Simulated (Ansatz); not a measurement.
# A-type hexagonal La2O3

The numbers are results of rVV10 (Ansatz, a quantum-chemistry and plane-wave program, PAW), not measurements.

Run with plane-wave cutoff 520 eV, 12×12×6 k mesh (along the axes of the cell as run), Fermi–Dirac smearing 0.01 eV, scalar-relativistic PAW data made under PBE.

Cell (relaxed at this level):

```cif
data_La2O3
_chemical_formula_sum 'La2 O3'
_space_group_name_H-M_alt 'P 1'
_space_group_IT_number 1
_cell_length_a 3.95968
_cell_length_b 3.95968
_cell_length_c 6.19326
_cell_angle_alpha 90.000
_cell_angle_beta 90.000
_cell_angle_gamma 120.000
loop_
_space_group_symop_operation_xyz
  'x, y, z'
loop_
_atom_site_label
_atom_site_type_symbol
_atom_site_fract_x
_atom_site_fract_y
_atom_site_fract_z
_atom_site_occupancy
La1 La 0.33333 0.66667 0.24612 1
La2 La 0.66667 0.33333 0.75388 1
O1 O 0.00000 0.00000 0.00000 1
O2 O 0.33333 0.66667 0.64611 1
O3 O 0.66667 0.33333 0.35389 1
```

For A-type hexagonal La2O3, the bulk modulus B0 is 112 GPa and the band gap is 3.73 eV. The smallest direct gap on the k points sampled comes out as 3.83 eV and the direct gap at Γ comes out as 4.15 eV. The pressure derivative B′ of the bulk modulus is 3.8.

Measured, for comparison: bulk modulus 113 GPa (300 K, not corrected to a static lattice; as tabulated in Santana et al. (2016), arXiv:1608.06321). Computed (rounded) less measured: bulk modulus -0.9 %.

Note: the bulk modulus comes from volumes at which shape and atoms were relaxed.

Spin–orbit coupling is not included.

Computed values are for the static lattice.

It cost very roughly 6 core-minutes of CPU time.
